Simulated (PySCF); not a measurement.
# Orbital picture of AlF

r²SCAN at R = 1.671 Å; PySCF, no relativity, basis sets Al def2-TZVPPD, F def2-TZVPPD. State: ¹Σ⁺ (singlet), closed shell. Only the outer orbitals are listed, counted within each symmetry.

```json
{"orbital": "5σ", "occ.": "2", "ε (eV)": "-29.89", "on Al (%)": "8", "main shells (%)": "92 F s"}
{"orbital": "6σ", "occ.": "2", "ε (eV)": "-11.29", "on Al (%)": "20", "main shells (%)": "78 F p, 16 Al s"}
{"orbital": "2π", "occ.": "2", "ε (eV)": "-9.91", "on Al (%)": "6", "main shells (%)": "94 F p"}
{"orbital": "2π", "occ.": "2", "ε (eV)": "-9.91", "on Al (%)": "6", "main shells (%)": "94 F p"}
{"orbital": "7σ", "occ.": "2", "ε (eV)": "-6.39", "on Al (%)": "93", "main shells (%)": "77 Al s, 15 Al p"}
{"orbital": "3π", "occ.": "0", "ε (eV)": "-1.94", "on Al (%)": "100", "main shells (%)": "97 Al p"}
{"orbital": "3π", "occ.": "0", "ε (eV)": "-1.94", "on Al (%)": "100", "main shells (%)": "97 Al p"}
```

Q: Which are the highest filled and the lowest empty level, where do they sit, and how wide is the gap?

A: Highest filled 7σ at -6.39 eV (in %: 77 Al s, 15 Al p); lowest empty 3π at -1.94 eV (in %: 97 Al p); the gap at r²SCAN is 4.45 eV.

The bond order (Mayer) is 0.97, the ⟨S²⟩ is 0.000 and the charge on Al (Mulliken, basis-dependent) is 0.31. The charge on Al (Löwdin, basis-dependent) is 0.46 and the dipole moment (positive dipole means Al(−)F(+)) is -1.38 D.
